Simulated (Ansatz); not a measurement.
A made-up structure of CH4NSi (charge -1), singlet:

C1  (-0.961, -1.719, 0.171)
N2  (0.154, -1.155, -0.181)
Si3  (0.516, 0.521, -0.135)
H4  (-1.732, -0.939, 0.539)
H5  (0.925, -1.817, -0.089)
H6  (-0.599, 1.421, 0.371)
H7  (1.718, 0.817, 0.723)
(Å)

It is relaxed with PBE-D4/def2-SVPD and then PBE0-D4/def2-TZVPD (Ansatz 0.2.0). Atoms count as bonded within 1.22 times the sum of their covalent radii (H–H: 0.88 Å). The end point is not checked to be a true minimum.

**Question.** Does its bonding change? (A judgement: the text doesn't fix the answer.)

**Answer.** Computed: No: no bond forms or breaks.

Where it ends: The first stage lowers the energy by 1.30 eV in 9 steps. It ends as CH₄NSi ([CH][NH][SiH2]), total charge -1:
```xyz
7
angstrom
C -0.9671 -1.7208 0.3160
N 0.1429 -1.1323 -0.0287
Si 0.6558 0.6494 -0.3602
H -1.6868 -0.8976 0.5388
H 0.8852 -1.7857 -0.2736
H -0.5763 1.2492 0.3285
H 1.5664 0.7671 0.8788
```

Labels in which every atom is bracketed show which atoms are joined, not bond orders.

For scale, one of the runs: PBE0-D4/def2-TZVPD relaxation, 153 basis functions, launched by `ansatz run in.yaml --threads 2 --pin off --events-out ev --progress --plain --max-ram 4352MiB`. Hardware: 2 CPU threads of an Arm Neoverse V1, shared host. Wall time about 39 s.
